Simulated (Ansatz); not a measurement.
A cut through the energy surface

Si2H6 (SMILES [SiH3][SiH3]), closed shell, at its PBE0-D4/def2-TZVP minimum:

Si1  (-0.340, 0.490, -1.005)
Si2  (0.364, -0.504, 0.991)
H3  (0.834, 0.948, -1.795)
H4  (-1.113, -0.484, -1.822)
H5  (-1.208, 1.664, -0.718)
H6  (1.139, 0.469, 1.806)
H7  (1.228, -1.680, 0.704)
H8  (-0.811, -0.959, 1.783)
(Å)

The angle H3–Si1–Si2 (110.3° at the minimum) is set to the values below, H3, with anything bonded beyond it, turning rigidly in the plane of the angle. Each method's energies count from its own value at the PBE0-D4 minimum structure. Computed with Ansatz 0.2.0 (basis: def2-TZVPP); correlated methods freeze the cores.

CCSD(T) energies along the scan:
```
angle (°)  CCSD(T) (eV)
     80.3         0.548
     87.8         0.308
     95.3         0.137
    102.8         0.035
    110.3         0.000
    117.8         0.032
    125.3         0.131
    132.8         0.296
    140.3         0.526
```
They count from the CCSD(T) energy at the PBE0-D4 minimum.

Minimum and curvature along this coordinate at CCSD(T): A fifth-order fit through the nearest points gives 110.4°, with a curvature of about 1.2 meV/deg².

Largest difference from the CCSD(T) curve over the scan: PBE-D4 0.053; wB97M-V 0.022; HF 0.105 eV. Each curve counts from its own value at the minimum.

T1 diagnostic: at most 0.014.

For scale, one of the runs: CCSD(T)/def2-TZVPP, 168 basis functions (an equivalent command: `ansatz run in.yaml --threads 2`). Time: 7 s of wall clock on 2 CPU threads; the host was shared. Peak host memory: 1.4 GiB.
